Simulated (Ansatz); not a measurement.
CH2 at its PBE0-D4/def2-TZVP geometry, where that method's forces vanish. The species carries charge 0 and has multiplicity 1.

```xyz
3

C     0.1037   -0.3660    0.2741
H    -0.8159    0.2598    0.2548
H     0.7122    0.1062   -0.5288
```

Question: What forces (eV/Å) does PBE-D4/def2-TZVPP give on these atoms in Ansatz? (An estimate is asked.)

Answer: Ansatz gave: 
```
C1   0.090 -0.318  0.238
H2  -0.209  0.176 -0.035
H3   0.119  0.143 -0.203
```
